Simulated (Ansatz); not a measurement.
The input, for Ansatz 0.2.0:

```yaml
crystal:
  periodic: [false, false, false]
  atoms:
    - {symbol: Ge, position_ang: [0.000000, 0.000000, 2.061200]}
    - {symbol: Si, position_ang: [0.000000, 0.000000, -0.273700]}
    - {symbol: O, position_ang: [0.000000, 0.000000, -1.787500]}
basis:
  gaussian: {orbitals: cc-pVDZ}
magnetization: {spin_polarized: false, initial_magnetization: 2}
correlation: {method: ccsdt_q, electrons: outside_noble_gas}
```

```sh
$ ansatz run in.yaml --threads 1 --pin off --events-out ev --progress --plain --max-ram 2393MiB
```

The program prints:

```
1088 factors; integrals over basis functions are off by at most 1.8e-7 eV
mean field evaluation 1: about -66365.5566 eV, gradient 4.5e1 eV
mean field evaluation 2: about -66365.5631 eV, gradient 4.5e1 eV
mean field evaluation 4: about -66370.4955 eV, gradient 1.0e1 eV
mean field evaluation 8: about -66370.9810 eV, gradient 5.4e-1 eV
mean field evaluation 16: about -66351.0537 eV, gradient 8.0e1 eV
mean field evaluation 32: about -66364.0902 eV, gradient 7.1e0 eV
mean field evaluation 64: about -66362.3857 eV, gradient 1.1e1 eV
mean field evaluation 96: about -66367.7786 eV, gradient 4.5e-2 eV
mean field evaluation 128: about -66367.5802 eV, gradient 1.2e-1 eV
mean field -66370.98590225 eV, -2439.0887440376 hartree, gradient 2.7e-6 eV, S^2 2.000000; 1 other end points of the search recorded, 0 dependent functions left out
mean field evaluation 160: about -66366.2993 eV, gradient 8.5e-1 eV
determinant -66370.98590225 eV, -2439.0887440376 hartree, with singles and doubles -66380.48362212 eV, -2439.4377788051 hartree
determinant -66367.77867809 eV, -2438.9708807237 hartree, with singles and doubles -66377.56130384 eV, -2439.3303855892 hartree
20 core orbitals not correlated: weight in the atoms' cores, before any rotation towards them, 1.000 or more for the frozen orbitals, at most 0.000 for the correlated occupied ones
reference -66370.98590225 eV, -2439.0887440376 hartree; 8, 6 occupied and 31, 33 virtual orbitals, 1088 factors
second order -9.04672107 eV of doubles, -0.05396609 eV of singles
cycle   1  -8.94085510 eV  change    1.6e-1 eV  update   1.7e-1
cycle   2  -9.50677545 eV  change   -5.7e-1 eV  update   1.3e-1
cycle   3  -9.92705704 eV  change   -4.2e-1 eV  update   4.5e-2
cycle   4  -9.99527991 eV  change   -6.8e-2 eV  update   2.2e-2
cycle   5  -9.97122118 eV  change    2.4e-2 eV  update   1.1e-2
cycle   6  -9.97157261 eV  change   -3.5e-4 eV  update   6.4e-3
cycle   7  -9.97700920 eV  change   -5.4e-3 eV  update   3.4e-3
cycle   8  -9.97757599 eV  change   -5.7e-4 eV  update   1.8e-3
cycle   9  -9.97708531 eV  change    4.9e-4 eV  update   1.1e-3
cycle  10  -9.97770541 eV  change   -6.2e-4 eV  update   5.7e-4
cycle  11  -9.97746847 eV  change    2.4e-4 eV  update   3.1e-4
cycle  12  -9.97724054 eV  change    2.3e-4 eV  update   1.8e-4
cycle  13  -9.97722846 eV  change    1.2e-5 eV  update   7.9e-5
cycle  14  -9.97713897 eV  change    8.9e-5 eV  update   4.8e-5
cycle  15  -9.97713453 eV  change    4.4e-6 eV  update   2.6e-5
cycle  16  -9.97712687 eV  change    7.7e-6 eV  update   1.5e-5
cycle  17  -9.97713282 eV  change   -5.9e-6 eV  update   8.6e-6
cycle  18  -9.97713184 eV  change    9.8e-7 eV  update   5.6e-6
cycle  19  -9.97713012 eV  change    1.7e-6 eV  update   2.5e-6
cycle  20  -9.97713045 eV  change   -3.3e-7 eV  update   1.7e-6
perturbative correction -0.04046051 eV, -0.0014868963 hartree
Total energy: -66381.00349321 eV, -2439.4568837151 hartree
```

Ran on 1 thread of Arm Neoverse V1, shared host: 60 s wall, 0.66 GiB peak host memory.
